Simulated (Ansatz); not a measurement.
GaS (P6₃/mmc, No. 194) was calculated with PBE-D3(BJ) (PAW; Ansatz, a first-principles code).

Q: Estimate the interlayer binding energy, layer repeat distance and gap between the layers that the calculation returns.

A: 
* **interlayer binding energy**: 18.3 meV/Å²
* **layer repeat distance**: 7.725 Å
* **gap between the layers**: 3.101 Å

Static lattice: no zero-point or thermal effects.

The result took around 4 core-minutes (rough).
